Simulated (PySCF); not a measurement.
Stationary points of BHF

All numbers come from PySCF, PBE0, basis B def2-TZVP, H def2-TZVP, F def2-TZVP (no relativity, density fitting).

Relaxations began from a few typed shapes; open shells are unrestricted. The search is not exhaustive: other isomers or separated fragments can lie lower, and high-lying points may rest on an excited occupation.

```
   spin  group                     bonds        angles  imaginary modes (cm⁻¹)  ΔE (kJ/mol)  ΔE with ZPE (kJ/mol)
doublet     Cs  B–F 1.301 Å, B–H 1.206 Å  F–B–H 121.0°                    none          0.0                   0.0
doublet    C∞v  B–F 1.300 Å, B–H 1.167 Å  F–B–H 180.0°                   1483i        112.0                     –
```

The lowest minimum found is the doublet Cs: B–F 1.301 Å, B–H 1.206 Å; F–B–H 121.0°.

The electron or spin density has lower symmetry than the nuclear frame for the doublet C∞v at 112.0 kJ/mol.
